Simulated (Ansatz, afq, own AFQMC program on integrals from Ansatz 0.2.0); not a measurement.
Atomization energy of C$_{2}$H, doublet

```yaml
atoms:
  - { symbol: C, position_ang: [0.0000, 0.0000, 0.0447] }
  - { symbol: C, position_ang: [0.0000, 0.0000, -1.1555] }
  - { symbol: H, position_ang: [0.0000, 0.0000, 1.1107] }
```

Connectivity, by distances: CH–C.

Atoms in their ground-state spins without spin–orbit coupling (mostly on UHF) minus the molecule (ROHF), without zero-point energy. The geometry is a stationary point, not shown to be a minimum.

Basis cc-pVDZ. Noble-gas cores (and the filled d shells of Ga–Kr and In–Xe) are frozen. Integrals, coupled cluster, full CI and functionals: Ansatz 0.2.0; the random walks run on the same integrals in our own AFQMC program. The CISD trial takes its coefficients from CCSD amplitudes. Released means that phaseless walkers are propagated on without the constraint, phases kept. Free AFQMC starts from the CCSD state and is never constrained. Its projection time is finite, and what remains of the start isn't in its error. Uncertainties: one standard error, sampling alone. The errors of all members are added in quadrature.

No full CI on the walks' own integrals is used here; CCSDTQ serves as the reference and is uncertain by about the last step of the cluster series. Each member takes its own surest rung, up to full CI.

Errors are counted within cc-pVDZ, not against nature.

Cautions: C₂H (doublet): a spin-contaminated unrestricted determinant lies lower (UHF 413 meV lower, ⟨S²⟩ 1.11), the released energies are still falling, so no released level is given (meV from the phaseless value at times in 1/Eh: -9 ± 3 at 0.24, -15 ± 7 at 0.51, -32.0 ± 2.4 at 0.99, -37 ± 3 at 1.62, -42 ± 4 at 2.40), though the last usable value meets CCSDTQ within the noise, the ph-AFQMC/HF walk drifts between its halves (2.3 errors), its ph-AFQMC/CISD value lies 48 ± 5 meV above CCSDTQ.

```json
{"level": "CCSD", "atomization energy (eV)": "10.071"}
{"level": "HF", "atomization energy (eV)": "7.327"}
```

From these cheaper values, estimate the atomization energy at the reference level in cc-pVDZ.

10.336 eV (CCSDTQ in cc-pVDZ).

```
        level  atomization energy (eV)  error against CCSDTQ (eV)
          MP2                   10.684                      0.348
      CCSD(T)                   10.309                     -0.027
        CCSDT                   10.313                     -0.023
     CCSDT(Q)                   10.339                      0.003
  ph-AFQMC/HF           10.289 ± 0.027             -0.047 ± 0.027
ph-AFQMC/CISD           10.295 ± 0.005             -0.041 ± 0.005
   free AFQMC           10.341 ± 0.008              0.005 ± 0.008
```

Correlation beyond CCSD(T) adds 0.027 eV. The perturbative (T) step is worth +0.238 eV.

CCSDT and higher add their correlation energy to the determinant of the CCSD(T) run, since their own runs factorise the integrals more tightly (a shift of under 2 meV). Free projections are given only where their last times agree within the noise and don't stop above the reference; a slow remainder of the start can still hide under it. A walk keeps the symmetry of its determinant, which the program's search chose and which needn't be the lowest solution, so a lower state of the same spin and another symmetry isn't excluded.
